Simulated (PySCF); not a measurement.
# quartet SiH2OF: levels of theory compared

Wanted: a comparison of 6 runs (UPBE/STO-3G, UMP2/STO-3G, NEVPT2(5,5)/STO-3G, UCISD/STO-3G, UCCSD(T)/STO-3G, FCI/STO-3G) of quartet SiH2OF. 

Program for the calculation: PySCF 2.14.0.

12 further runs of the same task are left out: 1 that didn't finish, 11 set aside as unsound or not needed.

## 1. The system as given

The species is SiH2OF (5 atoms), meant as a quartet with charge 0. As SMILES of the parent species, `O[SiH]F`. The coordinates come from a PBE0-D4/def2-TZVP relaxation. This is one conformer, not always the lowest. That shape belongs to the parent species and isn't relaxed for this state.

Bond lengths: O1–Si2 1.636 Å, Si2–F3 1.603 Å, O1–H4 0.959 Å, Si2–H5 1.490 Å. Angles: O1–Si2–F3 110.5°, O1–Si2–H5 105.3°, F3–Si2–H5 107.6°, Si2–O1–H4 119.2°.

## 2. The energy at UPBE/STO-3G (run 1)

Contents of job.py:

```python
from pyscf import gto, dft

molecule = gto.M(
    atom='''
O       -0.615200      -0.884600      -0.276300
Si       0.283900       0.245700       0.493100
F        0.207000       1.646500      -0.283100
H       -1.564500      -0.765100      -0.338000
H        1.688800      -0.242600       0.404400
''',
    basis='sto-3g',
    max_memory=1860,
    spin=3,
    verbose=4,
    charge=0,
)

mf = dft.UKS(molecule)
mf.xc = 'pbe'
mf.grids.level = 5
mf.conv_tol = 1e-10
mf.kernel()
if not mf.converged:
    mf = mf.newton().run(mf.mo_coeff, mf.mo_occ)

energy = mf.e_tot
print('E = %.10f Eh' % energy)
```

The run is started by

```bash
$ OMP_NUM_THREADS=1 python job.py
```

Standard output:

```text
PySCF version 2.14.0

[... 63 lines left out ...]
[... the frontier-level lines of each cycle are left out ...]
[... 17 lines left out ...]
[... 17 lines left out ...]
[... 17 lines left out ...]
[... 17 lines left out ...]
[... 1 line left out ...]
cycle= 14 E= -459.158270411643  delta_E= -3.58e-10  |g|= 8.11e-06  |ddm|= 0.000133


cycle= 15 E= -459.158270411731  delta_E= -8.72e-11  |g|= 6e-07  |ddm|= 3.93e-05


Extra cycle  E= -459.158270411732  delta_E= -1.36e-12  |g|= 5.31e-07  |ddm|= 8.31e-06
converged SCF energy = -459.158270411732  <S^2> = 3.7505943  2S+1 = 4.0002971
E = -459.1582704117 Eh
```

It took 6.9 s on 1 thread of Arm Neoverse V1, shared host; peak memory 0.21 GiB.

## 3. The energy at UMP2/STO-3G (run 2)

Contents of job.py:

```python
from pyscf import gto, mp

mol = gto.M(
    atom=[
    ('O', (-0.615200, -0.884600, -0.276300)),
    ('Si', (0.283900, 0.245700, 0.493100)),
    ('F', (0.207000, 1.646500, -0.283100)),
    ('H', (-1.564500, -0.765100, -0.338000)),
    ('H', (1.688800, -0.242600, 0.404400)),
],
    basis='sto-3g',
    spin=3,
    verbose=3,
    max_memory=1860,
)

hf = mol.UHF()
hf.conv_tol = 1e-10
hf.kernel()
if not hf.converged:
    hf = hf.newton().run(hf.mo_coeff, hf.mo_occ)

pt = mp.MP2(hf, frozen=7).run()
e_final = pt.e_tot
print('E(%s) = %.9f' % ('MP2', e_final))
```

The run is started by

```bash
$ OMP_NUM_THREADS=1 python job.py
```

Standard output:

```text
WARN: HOMO 0.291592591593415 >= LUMO -0.468202473022922

WARN: HOMO 0.181818416690354 >= LUMO 0.0263862779341743

WARN: HOMO 0.124725581420301 >= LUMO 0.0363153544697599

WARN: HOMO 0.104758117997756 >= LUMO 0.0916107157695907

converged SCF energy = -458.263033931099  <S^2> = 3.7545972  2S+1 = 4.0022979
E(UMP2) = -458.319830654503  E_corr = -0.0567967234035941
E(SCS-UMP2) = -458.324872629745  E_corr = -0.0618386986456275
E(MP2) = -458.319830655
```

Wall time 0.8 s (1 thread of Arm Neoverse V1, shared host); peak memory 0.12 GiB.

## 4. The energy at NEVPT2(5,5)/STO-3G (run 3)

Contents of mol.xyz:

```xyz
5
FH2OSi
O     -0.615200    -0.884600    -0.276300
Si     0.283900     0.245700     0.493100
F      0.207000     1.646500    -0.283100
H     -1.564500    -0.765100    -0.338000
H      1.688800    -0.242600     0.404400
```

Contents of job.py:

```python
import numpy
from pyscf import gto, scf, mp, mcscf, mrpt

molecule = gto.Mole()
molecule.atom = 'mol.xyz'
molecule.max_memory = 1860
molecule.basis = 'sto-3g'
molecule.charge = 0
molecule.spin = 3
molecule.verbose = 3
molecule.build()

mf = scf.ROHF(molecule)
mf.conv_tol = 1e-10
mf.kernel()
if not mf.converged:
    mf = mf.newton().run(mf.mo_coeff, mf.mo_occ)

pt = mp.MP2(scf.addons.convert_to_uhf(mf)).run()
noons, natorbs = mcscf.addons.make_natural_orbitals(pt)
print('natural occupations', numpy.round(noons[:40], 4))
cas = mcscf.CASSCF(mf, 5, 5)
cas.fix_spin_(ss=3.75)
cas.natorb = True
cas.kernel(natorbs)
e_pt2 = mrpt.NEVPT(cas).kernel()
etot = cas.e_tot + e_pt2
print('E(%s) = %.9f' % ('NEVPT2', etot))
```

The run is started by

```bash
$ OMP_NUM_THREADS=1 python job.py
```

Standard output:

```text
converged SCF energy = -458.261614193888
E(UMP2) = -458.320707986374  E_corr = -0.0590937924867236
E(SCS-UMP2) = -458.325401364181  E_corr = -0.063787170293267
natural occupations [2.     2.     2.     2.     1.9999 1.9998 1.9998 1.9996 1.9988 1.9972
 1.9965 1.9957 1.9916 1.9886 1.9844 1.0042 1.0011 1.0001 0.0168 0.0136
 0.0122]
CASSCF energy = -458.278280712662
CASCI E = -458.278280712662  E(CI) = -5.42291587651363  S^2 = 3.7500000
Sr    (-1)',   E = -0.00044998036890
Si    (+1)',   E = -0.00611763275554
Sijrs (0)  ,   E = -0.01695214888373
Sijr  (+1) ,   E = -0.00942934903805
Srsi  (-1) ,   E = -0.00301241089966
Srs   (-2) ,   E = -0.00026958673377
Sij   (+2) ,   E = -0.00199164321318
Sir   (0)' ,   E = -0.00953814141585
Nevpt2 Energy = -0.047760893308681
E(NEVPT2) = -458.326041606
```

Run time: 2 s. Hardware: 1 thread of Arm Neoverse V1, shared host; peak memory 0.12 GiB.

Runs 4 to 5 aren't shown in full; the table further down has their settings and results.

## 5. A single-point energy at FCI/STO-3G (run 6)

Contents of start.xyz:

```xyz
5

O     -0.615200    -0.884600    -0.276300
Si     0.283900     0.245700     0.493100
F      0.207000     1.646500    -0.283100
H     -1.564500    -0.765100    -0.338000
H      1.688800    -0.242600     0.404400
```

Contents of calc.py:

```python
from pyscf import gto, scf, mcscf

system = gto.M(
    atom='start.xyz',
    spin=3,
    basis='sto-3g',
    verbose=3,
    charge=0,
    max_memory=1860,
)

hf = scf.ROHF(system)
hf.conv_tol = 1e-10
hf.kernel()
if not hf.converged:
    hf = hf.newton().run(hf.mo_coeff, hf.mo_occ)

cas = mcscf.CASCI(hf, hf.mo_coeff.shape[-1] - 7, (system.nelec[0] - 7, system.nelec[1] - 7))  # full CI above the frozen core
cas.fix_spin_(ss=3.75)
cas.kernel()
e_tot = cas.e_tot
print('Final energy', e_tot)
```

The run is started by

```bash
$ OMP_NUM_THREADS=1 python calc.py
```

Standard output:

```text
converged SCF energy = -458.261614193888
CASCI E = -458.348996922803  E(CI) = -78.4348748031349  S^2 = 3.7500000
Final energy -458.34899692280294
```

It took 71 s on 1 thread of Arm Neoverse V1, shared host; peak memory 0.36 GiB.

## 6. All runs side by side

| run | level | integration grid | frozen core orbitals | energy (Eh) | dipole moment (D) of the reference | ⟨S²⟩ | wall time |
| --- | --- | --- | --- | --- | --- | --- | --- |
| 1 | UPBE/STO-3G | 5 | – | -459.158270 | 0.99 | 3.751 | 6.9 s |
| 2 | UMP2/STO-3G | – | 7 | -458.319831 | 2.24 | 3.755 | 0.8 s |
| 3 | NEVPT2(5,5)/STO-3G | – | – | -458.326042 | 2.27 | – | 2 s |
| 4 | UCISD/STO-3G | – | 7 | -458.342130 | 2.24 | 3.755 | 0.84 s |
| 5 | UCCSD(T)/STO-3G | – | 7 | -458.347661 | 2.24 | 3.755 | 1.1 s |
| 6 | FCI/STO-3G | – | 7 | -458.348997 | 2.27 | – | 71 s |

## 7. What came out

| quantity | value |
| --- | --- |
| run 6: total energy | -458.34900 Eh |
| run 6: dipole moment (Hartree–Fock density) | 2.27 D |
| run 6: correlation energy (7 core orbitals frozen) | -87.4 mEh |

What this shows: Against full CI in this basis: UMP2 +29.2 mEh; UCISD +6.9 mEh; UCCSD(T) +1.3 mEh. In runs 1, 2, 3, 4, 5, 6 the basis is minimal, so the values are rough. All runs together took 83 s, the longest 71 s.
